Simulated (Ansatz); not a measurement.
**Nudged elastic band run: BF2H2**

The input (input.yaml):

```yaml
crystal:
  periodic: [false, false, false]
  atoms:
    - { symbol: B, position_ang: [0.0, 0.0, -0.127089] }
    - { symbol: F, position_ang: [0.0, 0.0, 1.19125] }
    - { symbol: H, position_ang: [1.070438, 0.0, -0.68812] }
    - { symbol: H, position_ang: [-1.070438, 0.0, -0.68812] }
    - { symbol: F, position_ang: [0.0, 0.0, 3.702077] }
magnetization:
  spin_polarized: true
  initial_magnetization: 1
basis:
  gaussian: { orbitals: def2-SVP }
hamiltonian:
  xc: pbe0
neb:
  order_check: false
  images: 5
  f_tol: 0.05
  max_iterations: 60
  initial_path: linear
  final_atoms:
    - { symbol: B, position_ang: [-0.11580326, -0.01082741, 0.02301939] }
    - { symbol: F, position_ang: [-0.72961425, -0.15251832, 1.18280502] }
    - { symbol: H, position_ang: [1.09014278, 0.04833576, 0.02081775] }
    - { symbol: H, position_ang: [-0.81185169, 0.04833576, -0.96346378] }
    - { symbol: F, position_ang: [0.56712642, 0.0666742, 3.12681963] }
```

Launched with:

```bash
$ ansatz run input.yaml --threads 1 --pin off --max-ram 2048MiB --backend cpu --events-out ev --progress --plain --runs-dir out
```

Output, in part (warnings, iteration lines, the closing report on the highest movable image, with atoms numbered from 0):

```
NEB end point (image 0): max|allowed force component| = 7.939e-3 eV/Å (the criterion of neb.relax_end_points is 1.000e-2)
NEB end point (image 6): max|allowed force component| = 1.016e-2 eV/Å (the criterion of neb.relax_end_points is 1.000e-2)
NEB iter   1: max|band force component| = 2.098e0 eV/Å  barrier→ = 0.0643 eV  barrier← = 0.1038 eV  Δτ_max = 0.0418 Å  (1088 SCF iters)
NEB iter   2: max|band force component| = 7.014e-1 eV/Å  barrier→ = 0.0016 eV  barrier← = 0.0411 eV  Δτ_max = 0.0340 Å  (490 SCF iters)
NEB iter   3: max|band force component| = 9.824e-2 eV/Å  barrier→ = -0.0014 eV  barrier← = 0.0380 eV  CI = image 1  Δτ_max = 0.0449 Å  (527 SCF iters)
NEB iter   4: max|band force component| = 5.613e-1 eV/Å  barrier→ = -0.0002 eV  barrier← = 0.0392 eV  CI = image 1  Δτ_max = 0.0228 Å  (453 SCF iters)
NEB iter   5: max|band force component| = 1.498e-1 eV/Å  barrier→ = -0.0010 eV  barrier← = 0.0384 eV  CI = image 1  Δτ_max = 0.0103 Å  (529 SCF iters)
NEB iter   6: max|band force component| = 1.973e-2 eV/Å  barrier→ = -0.0010 eV  barrier← = 0.0385 eV  CI = image 1  Δτ_max = 0.0000 Å  (1026 SCF iters)
Total energy: -6129.07020519 eV, -225.2391756076 hartree
Atom 0 at    -0.063825    -0.010435    -0.122494 Å, force    -0.006115    -0.003051     0.009715 eV/Å
Atom 1 at    -0.071149    -0.016064     1.195994 Å, force    -0.004740    -0.000040    -0.013198 eV/Å
Atom 2 at     1.007987    -0.008419    -0.680714 Å, force     0.001706     0.001415     0.006664 eV/Å
Atom 3 at    -1.132773    -0.008603    -0.686466 Å, force     0.003024     0.001216    -0.005884 eV/Å
Atom 4 at     0.259759     0.043522     3.683678 Å, force     0.006124     0.000460     0.002702 eV/Å
Dipole moment:    -0.001109     0.000295    -0.152595 e Å
```

It converged. The highest image is an end point: on this band no image between the ends rises above it.

Final band:

```
image  path coordinate (Å)  energy (eV)
    0                 0.00        0.000
    1                 0.17       -0.001
    2                 0.42       -0.006
    3                 0.67       -0.014
    4                 0.92       -0.024
    5                 1.17       -0.034
    6                 1.42       -0.039
```

Run time: 2.2 min on 1 thread of AMD EPYC 7R43 64-Core Processor (Zen 3) (shared host), peak memory 0.14 GiB.
